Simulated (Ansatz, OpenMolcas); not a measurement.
C2H5NO (SMILES C/C=N/O): from total energies to a heat of formation

C2H5NO has 9 atoms, charge 0, and is taken as a singlet. SMILES: `C/C=N/O`. The shape is that of a PBE0-D4/def2-TZVP optimisation. This is one conformer, not always the lowest.

Total energies at B3LYP/6-31G* (Cartesian functions) (OpenMolcas 26.06); the atoms run unrestricted:

```tsv
species	state	energy (Eh)
C2H5NO	singlet	-209.130721
C	triplet	-37.846280
N	quartet	-54.584489
O	triplet	-75.060621
H	doublet	-0.500273
```

Harmonic wavenumbers at PBE0-D4/def2-TZVP, in cm⁻¹: 206, 293, 328, 417, 575, 918, 922, 1049, 1079, 1160, 1292, 1393, 1448, 1469, 1476, 1764, 3046, 3103, 3106, 3156, 3866.

Measured heats of formation of the gaseous atoms at 298.15 K, in kJ/mol: C 716.9, N 472.4, O 249.2, H 218.0. Spin-orbit lowering of the atoms at 298 K (mean of the ground term's levels less their thermal mean, from spectra), in kJ/mol: C 0.02, O 0.40. Take 1 Eh = 2625.50 kJ/mol, 1 cm⁻¹ = 0.0119627 kJ/mol, RT = 2.479 kJ/mol.

Task: Work out the heat of formation of the gas at 298 K.

Result: 
1. Electronic atomisation energy: 2 × (-37.846280) + (-54.584489) + (-75.060621) + 5 × (-0.500273) − (-209.130721) = 1.291686 Eh = 3391.3 kJ/mol.
2. Zero-point energy: half the sum of the wavenumbers, 16033 cm⁻¹ = 191.8 kJ/mol.
3. Thermal vibrational enthalpy, Σ hcν̃/(exp(hcν̃/kT) − 1): 5.4 kJ/mol. Translation, rotation and pV of a non-linear molecule: 4 RT = 9.9 kJ/mol.
4. The 9 free atoms carry 5/2 RT each: 55.8 kJ/mol.
5. Spin-orbit coupling lowers the free atoms by 2 × 0.02 + 0.40 = 0.4 kJ/mol.
6. Atomisation enthalpy at 298 K: 3391.3 − 0.4 − 191.8 − 5.4 − 9.9 + 55.8 = 3239.6 kJ/mol.
7. Sum of the atoms' heats of formation: 3245.4 kJ/mol. Heat of formation: 3245.4 − 3239.6 = +5.8 kJ/mol.

No measured value is set beside it here. Anharmonicity and any spin-orbit splitting of the molecule are left out.
